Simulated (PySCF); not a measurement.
Compound: ethynyl isothiocyanate, C₃HNS.
Bonds: C1–C2 (triple), C2–N3, N3–C4 (double), C4–S5 (double). Hydrogens: H6 on C1.

The geometry is computed with GFN2-xTB (gas phase).

Question: List the bond lengths and angles at this level.

Answer: 
```json
{"bond": "C1≡C2", "length (Å)": "1.205", "order": "triple"}
{"bond": "C2–N3", "length (Å)": "1.287", "order": "single"}
{"bond": "N3=C4", "length (Å)": "1.194", "order": "double"}
{"bond": "C4=S5", "length (Å)": "1.554", "order": "double"}
{"bond": "C1–H6", "length (Å)": "1.047", "order": "single"}
```

Orders are formal, as drawn. A selection of angles:
```json
{"angle": "C2–C1–H6", "degrees": "177.0"}
{"angle": "C1–C2–N3", "degrees": "175.3"}
{"angle": "C2–N3–C4", "degrees": "158.9"}
{"angle": "N3–C4–S5", "degrees": "171.9"}
```

The C–N distances run from 1.194 Å (N3=C4, drawn double) to 1.287 Å (C2–N3, drawn single), a spread of 0.093 Å. The 5 heavy atoms lie in one plane (0.000 Å rms).

Point group: Cs (every atom within 0.08 Å of its image). Not checked by GFN2-xTB frequencies.
